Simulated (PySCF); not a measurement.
Coordinates in bohr (charge -1 multiplicity 1):
```
N     0.0000    0.0000   -1.1968
S     2.7050    0.0000    0.2621
S    -2.7050    0.0000    0.2621
```

These are results of PySCF, PBE0, basis N def2-TZVPD, S def2-TZVPD (no relativity, density fitting), not measurements.

This geometry of [NS2]- is a stationary point at this level.

What is the point group?

C2v.

Is it a minimum?

Yes: all harmonic wavenumbers are real.

List the harmonic modes with their infrared intensities.


```csv
symmetry,ω (cm⁻¹),IR (km/mol)
a1,361,4.5
a1,749,15.3
b2,941,349
```

What are the dipole moment and the gap between the highest occupied and lowest empty levels?

0.18 D about the centre of mass and 2.79 eV.

Give the atomic charges and bond orders.


```
atom  Mulliken  Löwdin  polar tensor  Mayer order to N1
  N1      0.00   -1.25          0.30                  –
S2,3     -0.50    0.13         -0.65               1.52
```
Other Mayer orders above 0.3: S–S 0.40.

In C2v the vibrations span 2a1 + b2. Here b1 is antisymmetric to the molecular plane and b2 lies in it.

Other isomers or separated fragments may lie lower. The lowest empty level of this anion is unbound, so it and the gap depend on the basis.
